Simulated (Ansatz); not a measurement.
For hcp Os, revPBE (Ansatz, a quantum-chemistry and plane-wave program, PAW) gives:

```
Property                         Result
------------------------------  -------
equilibrium lattice constant a  2.761 Å
c axis length                   4.356 Å
```

**Question.** What does r²SCANh (Ansatz, PAW) give for the same quantities?

**Answer.** 
- lattice constant a: 2.725 Å (drops by 1.3 %)
- lattice parameter c: 4.311 Å (decreases by 1.0 %)

For comparison: lattice constant a 2.734 Å (measured, 293 K, not corrected to a static lattice, our sources range from 2.734 to 2.740; as tabulated in Wikipedia's data pages); lattice parameter c 4.320 Å (measured, 293 K, no zero-point or thermal correction; as tabulated in Wikipedia's data pages).

Changes are worked out from the printed values.

Unless a cell is named, each level is at its own relaxed cell (revPBE 14.38, r²SCANh 13.87 Å³/atom).

Levels without +SOC leave out spin–orbit coupling, which shifts energies and cells of such heavy elements.

Ansatz's density-functional and Hartree–Fock values are scalar-relativistic unless marked +SOC, with PAW data made under PBE.
